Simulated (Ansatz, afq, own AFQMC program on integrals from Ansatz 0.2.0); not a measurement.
BH3 + Si, triplet: a scan with AFQMC

```xyz
5

B    -1.9865    0.0000    0.0000
H    -2.5832    1.0336    0.0000
H    -2.5832   -1.0336    0.0000
H    -0.7930    0.0000    0.0000
Si    0.9785    0.0000    0.0000
```

A hydrogen atom is moved from one rigid fragment to the other; the B1–H4 distance tells how far. The two fragments are held close together, so this isn't a minimum-energy path and the start is a compressed complex. Energies in mEh count from this geometry (1.194 Å) at the same level; the start stands on UHF, each point on the determinant named.

Basis cc-pVTZ. Only valence electrons are correlated. Integrals, coupled cluster, full CI and functionals: Ansatz 0.2.0; the random walks run on the same integrals in our own AFQMC program. ph-AFQMC/CISD is guided by a CISD state made of CCSD amplitudes; releasing the constraint for a short imaginary time cuts its bias at the price of noise, slowly where states lie close. ± is one standard error of the sampling.

Cautions, each for one point or more: higher spins were not checked; lower spins were not checked; raised T1 diagnostic.

```json
{"r(B1–H4) / Å": "1.288", "det.": "UHF", "T1": "0.033", "weight": "0.86", "⟨S²⟩": "2.04", "PBE": "1.1", "PBE0": "2.6", "CCSD(T)": "3.8"}
{"r(B1–H4) / Å": "1.336", "det.": "UHF", "T1": "0.035", "weight": "0.85", "⟨S²⟩": "2.04", "PBE": "4.1", "PBE0": "6.3", "CCSD(T)": "8.1"}
{"r(B1–H4) / Å": "1.383", "det.": "UHF", "T1": "0.038", "weight": "0.85", "⟨S²⟩": "2.04", "PBE": "8.3", "PBE0": "11.3", "CCSD(T)": "13.6"}
{"r(B1–H4) / Å": "1.430", "det.": "UHF", "T1": "0.042", "weight": "0.84", "⟨S²⟩": "2.04", "PBE": "13.9", "PBE0": "17.6", "CCSD(T)": "20.4"}
{"r(B1–H4) / Å": "1.525", "det.": "UHF", "T1": "0.050", "weight": "0.83", "⟨S²⟩": "2.04", "PBE": "29.4", "PBE0": "34.5", "CCSD(T)": "38.0"}
```

Q: Estimate the curve of CCSDT(Q), counted from the same start.

A: 
```json
{"r(B1–H4) / Å": "1.288", "det.": "UHF", "T1": "0.033", "weight": "0.86", "⟨S²⟩": "2.04", "CCSDT(Q)": "3.6", "ph-AFQMC/CISD": "3.2 ± 0.3"}
{"r(B1–H4) / Å": "1.336", "det.": "UHF", "T1": "0.035", "weight": "0.85", "⟨S²⟩": "2.04", "CCSDT(Q)": "7.7", "ph-AFQMC/CISD": "7.5 ± 0.2"}
{"r(B1–H4) / Å": "1.383", "det.": "UHF", "T1": "0.038", "weight": "0.85", "⟨S²⟩": "2.04", "CCSDT(Q)": "13.1", "ph-AFQMC/CISD": "13.4 ± 0.3"}
{"r(B1–H4) / Å": "1.430", "det.": "UHF", "T1": "0.042", "weight": "0.84", "⟨S²⟩": "2.04", "CCSDT(Q)": "19.7", "ph-AFQMC/CISD": "20.3 ± 0.3"}
{"r(B1–H4) / Å": "1.525", "det.": "UHF", "T1": "0.050", "weight": "0.83", "⟨S²⟩": "2.04", "CCSDT(Q)": "36.9", "ph-AFQMC/CISD": "38.0 ± 0.3"}
```

Weight is that of the determinant in the CISD state; at the start T1 is 0.028 and the weight 0.87, and ⟨S²⟩ is 2.04. Largest departures from CCSDT(Q), at the points where its series has closed: CCSD(T) 0.7 mEh at 1.430 (on UHF), ph-AFQMC/CISD 0.5 mEh at 1.430 (on UHF), PBE -5.8 mEh at 1.430, PBE0 -2.1 mEh at 1.430. Functionals count only at points shown to share the start's state and spin. In total energy ph-AFQMC/CISD lies 20 ± 5 meV above CCSDT(Q) at the start, so its agreement along the curve rests in part on cancellation.

A walk keeps the symmetry of its determinant, which the program's search chose and which needn't be the lowest solution, so a lower state of the same spin and another symmetry isn't excluded.
